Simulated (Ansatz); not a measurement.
A structure relaxed at PBE0-D4/def2-TZVP, charge 0, multiplicity 1:

Cartesian coordinates in Å:
```
F 1.020 2.441 -0.546
C 0.514 1.231 -0.275
C 0.392 0.313 -1.300
C -0.132 -0.940 -1.020
C -0.514 -1.231 0.275
F -1.020 -2.441 0.546
C -0.392 -0.313 1.300
C 0.132 0.940 1.020
H 0.704 0.581 -2.301
H -0.244 -1.688 -1.794
H -0.704 -0.581 2.301
H 0.244 1.688 1.794
```

Give its formula and SMILES.

C6H4F2, `Fc1ccc(F)cc1`.

Point group (tolerance 0.08 Å, 0.16 Å for H)?

D2h.

Summarise the bond lengths by kind.

2 × C–F 1.339 Å; 6 × C–C 1.381 to 1.386 Å; 4 × C–H 1.083 Å.

Computed with Ansatz.
